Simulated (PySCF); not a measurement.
State search for AlF

Unrestricted PBE0; PySCF, no relativity, basis sets Al pcseg-1, F pcseg-1. Outer shells of the fragments: Al 3s2 3p1; F 2s2 2p5.

Followed along the bond (rough minima from three points):

```json
{"2Ms+1": "1", "unpaired": "none", "⟨S²⟩ at the start": "0.00", "R at minimum (Å)": "1.69", "Te (eV)": "0.00"}
{"2Ms+1": "3", "unpaired": "σ ↑, π ↑", "⟨S²⟩ at the start": "2.00", "R at minimum (Å)": "1.69", "Te (eV)": "3.23"}
```

Solutions found at the starting distance of 1.810 Å, counted from the lowest of them; the search is not exhaustive and high or unbound solutions are not listed, so other states can lie among these:

```tsv
2Ms+1	unpaired	term	E (eV)	⟨S²⟩	⟨Lz²⟩	μ (D)
1	none	¹Σ⁺	0.00	0.00	0.00	-2.09
3	σ ↑, π ↑	³Π	3.23	2.00	1.00	-3.17
1	σ ↑, π ↓	mixed	4.02	1.00	1.00	-2.83
3	σ ↑↑	³Σ⁺	5.74	2.00	0.00	-3.74
3	π ↑↑	mixed	7.82	2.01	2.01	2.77
3	π ↑↑	mixed	7.96	2.01	2.01	2.79
3	σ ↑, π ↑	³Π	9.42	2.00	1.00	1.88
```

A term symbol is given only where ⟨S²⟩ and ⟨Lz²⟩ are close to those of a pure state; real π, δ and φ orbitals otherwise mix terms. A positive dipole means Al(−)F(+).

Counting both spins, an empty level lies below a filled one in some of these solutions, because spin and occupation are held.
